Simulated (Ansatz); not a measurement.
# One shape, several levels: BH5S (B(H2S)H3)

Aim: a comparison of 6 runs (B2PLYP/STO-3G, CAM-B3LYP/STO-3G, PBE0/STO-3G, RPA@PBE/STO-3G, CCSD/STO-3G, UCCSD(T)/STO-3G) of BH5S (B(H2S)H3). 

The results are computed with Ansatz 0.2.0.

43 further runs of the same task are left out: 43 set aside as unsound or not needed.

**1. The structure to begin with**

BH5S: 7 atoms, total charge 0, spin state singlet. SMILES: `[H]B([H])([H])<-S`. The S2–B1 distance was set to 4.079 Å, away from the relaxed value. At this shape a bond of the SMILES string is far longer than usual.

Bond lengths: S2–H3 1.336 Å, S2–H4 1.337 Å, B1–H5 1.181 Å, B1–H6 1.184 Å, B1–H7 1.181 Å. Angles: H3–S2–H4 92.0°, H5–B1–H6 115.4°, H5–B1–H7 114.9°, H6–B1–H7 115.4°.

**2. The energy at B2PLYP/STO-3G (run 1)**

molecule.yaml

```yaml
crystal:
  periodic: [false, false, false]
  atoms:
    - {symbol: B, position_ang: [0.121210, -0.203170, -2.856653]}
    - {symbol: S, position_ang: [0.134050, -0.231310, 1.222430]}
    - {symbol: H, position_ang: [0.506250, 1.037510, 1.415020]}
    - {symbol: H, position_ang: [-1.154430, 0.067690, 1.414850]}
    - {symbol: H, position_ang: [1.273770, -0.202910, -3.115183]}
    - {symbol: H, position_ang: [-0.459420, 0.793640, -3.121323]}
    - {symbol: H, position_ang: [-0.447120, -1.205180, -3.117393]}
basis:
  gaussian: {orbitals: STO-3G}
accuracy: high
hamiltonian: {xc: {name: B2PLYP}}
correlation: {frozen_orbitals: {B: 1, H: 0, S: 5}}
```

On the command line:

```sh
$ ansatz run molecule.yaml --threads 1 --pin off --max-ram 2610MiB --events-out events.jsonl --progress --plain --runs-dir runs
```

Output:

```text
Warning: RAYON_NUM_THREADS=1 ignored (pool sized by the plan → 1); use --threads N
Functional definition: B2PLYP
  name "B2PLYP"
  parameter a = 0.53
  parameter c = 0.27
  exchange = (1 - a)*b88_x + a*exact_x
  correlation = (1 - c)*lyp_c + c*(mp2_os + mp2_ss)
302 factors; integrals over basis functions are off by at most 1.3e-8 eV
mean field evaluation 1: about -11454.5599 eV, gradient 1.1e1 eV
mean field evaluation 2: about -11454.5358 eV, gradient 1.1e1 eV
mean field evaluation 4: about -11455.1106 eV, gradient 3.6e-1 eV
mean field evaluation 8: about -11455.1109 eV, gradient 4.9e-4 eV
mean field evaluation 16: about -11455.1109 eV, gradient 4.5e-9 eV
mean field -11455.11091353 eV, -420.9675615191 hartree, gradient 4.5e-9 eV, S^2 0.000000; 0 other end points of the search recorded, 0 dependent functions left out
6 core orbitals not correlated: weight in the atoms' cores, before any rotation towards them, 1.000 or more for the frozen orbitals, at most 0.000 for the correlated occupied ones
reference -11455.11093459 eV, -420.9675622932 hartree; 7, 7 occupied and 6, 6 virtual orbitals, 302 factors
second order -2.24651094 eV of doubles, -0.00000000 eV of singles
Total energy: -11455.71749255 eV, -420.9898528868 hartree
```

Wall time 1.5 s (1 thread of Arm Neoverse V2, shared host); peak memory 0.1 GiB.

**3. The energy at CAM-B3LYP/STO-3G (run 2)**

molecule.yaml, as its differences from that of step 2:

```diff
@@ -11,5 +11,6 @@
 basis:
-  gaussian: {orbitals: STO-3G}
+  gaussian:
+    orbitals: STO-3G
+hamiltonian:
+  xc: {name: CAM-B3LYP}
 accuracy: high
-hamiltonian: {xc: {name: B2PLYP}}
-correlation: {frozen_orbitals: {B: 1, H: 0, S: 5}}
```

On the command line:

```sh
$ ansatz run molecule.yaml --threads 1 --pin off --max-ram 2610MiB --events-out events.jsonl --progress --plain --runs-dir runs
```

Output:

```text
Warning: RAYON_NUM_THREADS=1 ignored (pool sized by the plan → 1); use --threads N
Functional definition: CAM-B3LYP
  name "CAM-B3LYP"
  parameter alpha = 0.19
  parameter beta = 0.46
  parameter omega = 0.33/bohr
  parameter ac = 0.81
  exchange = (1 - alpha - beta)*b88_x + beta*b88_x_sr(omega) + alpha*exact_x + beta*exact_x_lr(omega)
  correlation = (1 - ac)*vwn5_c + ac*lyp_c
302 factors; integrals over basis functions are off by at most 1.3e-8 eV
168 factors; integrals over basis functions are off by at most 1.5e-9 eV
mean field evaluation 1: about -11460.2603 eV, gradient 1.1e1 eV
mean field evaluation 2: about -11460.7662 eV, gradient 3.7e0 eV
mean field evaluation 4: about -11460.8189 eV, gradient 3.6e-2 eV
mean field evaluation 8: about -11460.7696 eV, gradient 6.3e-4 eV
mean field -11460.76957802 eV, -421.1755136035 hartree, gradient 8.2e-8 eV, S^2 0.000000; 0 other end points of the search recorded, 0 dependent functions left out
reference -11460.76959399 eV, -421.1755141904 hartree; 13, 13 occupied and 6, 6 virtual orbitals, 302 factors
Total energy: -11460.76959399 eV, -421.1755141904 hartree
```

Wall time 1.1 s (1 thread of Arm Neoverse V2, shared host); peak memory 0.099 GiB.

Run 3 isn't shown in full; the table further down has it.

**4. The energy at RPA@PBE/STO-3G (run 4)**

in.yaml

```yaml
crystal:
  periodic: [false, false, false]
  atoms:
    - {symbol: B, position_ang: [0.121210, -0.203170, -2.856653]}
    - {symbol: S, position_ang: [0.134050, -0.231310, 1.222430]}
    - {symbol: H, position_ang: [0.506250, 1.037510, 1.415020]}
    - {symbol: H, position_ang: [-1.154430, 0.067690, 1.414850]}
    - {symbol: H, position_ang: [1.273770, -0.202910, -3.115183]}
    - {symbol: H, position_ang: [-0.459420, 0.793640, -3.121323]}
    - {symbol: H, position_ang: [-0.447120, -1.205180, -3.117393]}
basis:
  gaussian: {orbitals: STO-3G}
magnetization: {spin_polarized: false}
hamiltonian: {xc: {name: PBE}}
correlation: {method: rpa, frozen_orbitals: {B: 1, H: 0, S: 5}}
accuracy: high
```

On the command line:

```sh
$ ansatz run in.yaml --threads 1 --pin off --max-ram 2610MiB --events-out events.jsonl --progress --plain --runs-dir runs
```

Output:

```text
Warning: RAYON_NUM_THREADS=1 ignored (pool sized by the plan → 1); use --threads N
Functional definition: PBE
  name "PBE"
  parameter kappa = 0.804
  parameter beta = 0.06672455060314922
  exchange = pbe_x(kappa = kappa, mu = beta*pi^2/3)
  correlation = pbe_c(beta = beta)
302 factors; integrals over basis functions are off by at most 1.3e-8 eV
mean field evaluation 1: about -11454.8469 eV, gradient 8.2e0 eV
mean field evaluation 2: about -11454.7843 eV, gradient 8.2e0 eV
mean field evaluation 4: about -11455.0332 eV, gradient 7.1e-1 eV
mean field evaluation 8: about -11455.0357 eV, gradient 1.8e-3 eV
mean field evaluation 16: about -11455.0357 eV, gradient 5.4e-8 eV
mean field -11455.03573551 eV, -420.9647987779 hartree, gradient 5.4e-8 eV, S^2 0.000000; 0 other end points of the search recorded, 0 dependent functions left out
6 core orbitals not correlated: weight in the atoms' cores, before any rotation towards them, 1.000 or more for the frozen orbitals, at most 0.000 for the correlated occupied ones
reference -11438.44025808 eV, -420.3549262313 hartree; 7, 7 occupied and 6, 6 virtual orbitals, 302 factors
Total energy: -11442.84449729 eV, -420.5167790368 hartree
```

Run time: 1.4 s. Hardware: 1 thread of Arm Neoverse V2, shared host; peak memory 0.1 GiB.

Run 5 isn't shown in full; the table further down has it.

**5. The energy at UCCSD(T)/STO-3G (run 6)**

job.yaml

```yaml
crystal:
  periodic: [false, false, false]
  atoms:
    - symbol: B
      position_ang: [0.121210, -0.203170, -2.856653]
    - symbol: S
      position_ang: [0.134050, -0.231310, 1.222430]
    - symbol: H
      position_ang: [0.506250, 1.037510, 1.415020]
    - symbol: H
      position_ang: [-1.154430, 0.067690, 1.414850]
    - symbol: H
      position_ang: [1.273770, -0.202910, -3.115183]
    - symbol: H
      position_ang: [-0.459420, 0.793640, -3.121323]
    - symbol: H
      position_ang: [-0.447120, -1.205180, -3.117393]
basis:
  gaussian: {orbitals: STO-3G}
correlation: {method: ccsd_t, frozen_orbitals: {B: 1, H: 0, S: 5}}
scf: {omitted_lower_state_checks: [cluster_reference, increment]}
accuracy: high
magnetization: {spin_polarized: true, initial_magnetization: 0}
```

On the command line:

```sh
$ ansatz run job.yaml --threads 1 --pin off --max-ram 2610MiB --events-out events.jsonl --progress --plain --runs-dir runs
```

Output (excerpt; [...] marks lines left out):

```text
Warning: RAYON_NUM_THREADS=1 ignored (pool sized by the plan → 1); use --threads N
Functional definition: HF
  name "HF"
[...]
302 factors; integrals over basis functions are off by at most 1.3e-8 eV
[...]
mean field -11438.67282811 eV, -420.3634730223 hartree, gradient 3.2e-8 eV, S^2 0.000000; 0 other end points of the search recorded, 0 dependent functions left out
6 core orbitals not correlated: weight in the atoms' cores, before any rotation towards them, 1.000 or more for the frozen orbitals, at most 0.000 for the correlated occupied ones
reference -11438.67282811 eV, -420.3634730223 hartree; 7, 7 occupied and 6, 6 virtual orbitals, 302 factors
second order -1.77449377 eV of doubles, -0.00000000 eV of singles
cycle   1  -2.32002332 eV  change   -5.5e-1 eV  update   5.7e-2
[...]
cycle  19  -2.60855768 eV  change  -3.2e-10 eV  update  8.3e-10
perturbative correction -0.00717610 eV, -0.0002637167 hartree
Total energy: -11441.28856189 eV, -420.4595994655 hartree
Checks for a lower state left out: cluster_reference, increment
```

Run time: 0.18 s. Hardware: 1 thread of Arm Neoverse V2, shared host.

**6. The series**

| run | level | frozen core orbitals | energy (Eh) | wall time |
| --- | --- | --- | --- | --- |
| 1 | B2PLYP/STO-3G | 6 | -420.989853 | 1.5 s |
| 2 | CAM-B3LYP/STO-3G | – | -421.175514 | 1.1 s |
| 3 | PBE0/STO-3G | – | -421.040852 | 0.96 s |
| 4 | RPA@PBE/STO-3G | 6 | -420.516779 | 1.4 s |
| 5 | CCSD/STO-3G | 6 | -420.459336 | 0.12 s |
| 6 | UCCSD(T)/STO-3G | 6 | -420.459599 | 0.18 s |

**7. Outcome**

| quantity | value |
| --- | --- |
| run 6: total energy | -420.45960 Eh |
| run 6: correlation energy (6 core orbitals frozen) | -96.1 mEh |
| run 6: (T) correction | -0.26 mEh |
| run 6: T1 diagnostic | 0.004 |

**Reading.** Totals of different functionals can't be ranked against each other. In runs 1, 2, 3, 4, 5, 6 the basis is minimal, so the values are rough. All runs together took 5.3 s, the longest 1.5 s.
